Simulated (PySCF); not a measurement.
`[SiH3]P[SiH3]`. Structure optimised with GFN2-xTB, isolated species.

```
atom  x, y, z in Å
Si1   -1.7487   -0.0669   -0.0788
P2     0.0685    1.1196   -0.5863
Si3    1.7316   -0.2689   -0.0628
H4    -1.9416   -1.0245   -1.1656
H5    -2.8613    0.8782   -0.0017
H6    -1.6369   -0.7881    1.1929
H7     0.1059    1.8266    0.5970
H8     1.8240   -1.2411   -1.1496
H9     1.5239   -0.9740    1.2056
H10    2.9433    0.5438    0.0268
```

Which two atoms are farthest apart?

H5···H10, 5.81 Å; the next longest distance is 5.27 Å.

Work out the bond lengths Si1–H4, Si1–H5, Si1–H6, P2–Si3, P2–H7 in pm.

For Si1–H4 the difference vector is (-0.1929, -0.9576, -1.0868) Å, of length 1.4613 Å. Si1–H4 146.1; Si1–H5 146.2; Si1–H6 146.6; P2–Si3 222.9; P2–H7 137.9 pm.

Give the dihedral angles Si1–P2–Si3–H8, Si1–P2–Si3–H9, H6–Si1–P2–Si3, Si1–P2–Si3–H10.

Si1–P2–Si3–H8 78° (synclinal); Si1–P2–Si3–H9 -43° (synclinal); H6–Si1–P2–Si3 43° (synclinal); Si1–P2–Si3–H10 -163° (antiperiplanar). Dihedral signs follow IUPAC: positive where, seen along the central bond, the front bond turns clockwise onto the rear one.

What are the angles H5–Si1–H6, P2–Si1–H6, H4–Si1–H5, P2–Si1–H5, P2–Si1–H4, Si3–P2–H7, Si1–P2–H7, H8–Si3–H9?

From the scalar product of the two bond vectors; for H5–Si1–H6 it is -0.7079 Å² over 1.4619 × 1.4662 Å², cos θ = -0.3303. H5–Si1–H6 109.3°; P2–Si1–H6 113.4°; H4–Si1–H5 111.2°; P2–Si1–H5 106.8°; P2–Si1–H4 106.7°; Si3–P2–H7 95.6°; Si1–P2–H7 95.7°; H8–Si3–H9 109.4°.

How far apart are these pairs, which share no bond: Si1···H7, Si1···H8, P2···H10, Si3···H7, H4···H6, H6···H10, H9···H10?

Si1···H7 2.735 Å (2 bonds apart); Si1···H8 3.910 Å (3 bonds apart); P2···H10 2.995 Å (2 bonds apart); Si3···H7 2.733 Å (2 bonds apart); H4···H6 2.390 Å (2 bonds apart); H6···H10 4.910 Å (4 bonds apart); H9···H10 2.389 Å (2 bonds apart).

Where is the centre of mass (commonest isotopes), and what is the radius of gyration?

Mass 93.982 u; centre at (0.017, 0.261, -0.228) Å; Rg = √(Σ m r²/M) = 1.644 Å. As Ia + Ib + Ic = 2 Σ m r², the three principal moments sum to 508.0 u·Å².

What is the repulsion energy of the bare nuclei, Σ ZA·ZB/RAB?

201.05 Eh over 45 pairs, with full nuclear charges and distances in bohr; the largest single term is 49.86 Eh (Si1 with P2, or a pair equal to it).

The point group is Cs within 0.08 Å; differences among equivalent distances and angles are scatter left by the optimiser. GFN2-xTB frequencies: not computed here.
